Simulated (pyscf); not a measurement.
## Multi-bond step: HC≡C–CH₃ + H₂ -> cyclic C₃H₄ (SMILES C1=CC1) + H₂

Gas phase, singlet surface, charge 0. Bonds broken: H3–H6, C5–H8. Bonds formed: C1–H3, C2–C5, H6–H8. PySCF, gas phase, ωB97X-D3(BJ)/def2-SVP geometries.

Transition state (Å):

```xyz
9

C      0.0755     0.6795    -0.5942
C      0.1718    -0.3388    -1.3190
H     -0.2377     1.8632    -0.5605
H      0.2196    -1.1568    -2.0219
C      0.5079     0.3690     0.8064
H     -0.1153     2.4741     0.6032
H     -0.1420    -0.3049     1.3826
H      0.2330     1.6776     1.1366
H      1.5777     0.1642     0.9550
```

One imaginary mode, 1756i cm⁻¹; descent along it reached the two sides named.

```csv
bond,change,reactant side (Å),saddle,product side
H3–H6,breaks,0.761,1.320,3.5
C5–H8,breaks,1.101,1.377,3.0
C1–H3,forms,2.9,1.225,1.087
C2–C5,forms,2.7,2.265,1.504
H6–H8,forms,3.0,1.020,0.760
```

Electronic energies relative to the separated reactants (kJ/mol):

```
level                   barrier  reaction energy  reverse barrier
----------------------  -------  ---------------  ---------------
ωB97X-D3(BJ)/def2-TZVP    404.2            +84.4            319.8
PBE/def2-TZVP             318.6            +80.4            238.1
r²SCAN/def2-TZVP          340.2            +87.1            253.1
B3LYP-D3(BJ)/def2-TZVP    364.5            +98.7            265.9
PBE0-D3(BJ)/def2-TZVP     355.9            +78.9            277.1
M06-2X/def2-TZVP          407.4            +84.3            323.1
ωB97M-D3(BJ)/def2-TZVP    394.5            +92.2            302.3
HF/def2-TZVP              514.6           +112.8            401.8
```

With ωB97M-D3(BJ)/def2-TZVP energies and thermal terms (ideal gas, 1 atm, RRHO with modes under 100 cm⁻¹ raised to 100, one conformer, R ln 2 for chiral ones without a mode under 150 cm⁻¹), in kJ/mol:

| T (K) | ΔH‡ | ΔG‡ | ΔH | ΔG |
|---|---|---|---|---|
| 298 | 382.9 | 415.7 | +91.9 | +93.1 |
| 600 | 380.3 | 450.3 | +90.5 | +94.9 |
| 900 | 381.2 | 485.2 | +90.4 | +97.2 |
| 1200 | 383.6 | 519.5 | +90.5 | +99.4 |

The same reactants have a lower exit, to H₂ + H₂C=C=CH₂ (barrier +206.9 kJ/mol at ωB97M-D3(BJ)/def2-TZVP, against +394.5 kJ/mol here). cyclic C₃H₄ (SMILES C1=CC1) lies 93.4 kJ/mol over its isomer H₂C=C=CH₂ (electronic energy, ωB97M-D3(BJ)/def2-TZVP). One saddle was located; it need not be the lowest between these sides. A restricted solution here is unstable towards spin polarisation, so biradical character is likely and single-reference numbers are less safe.
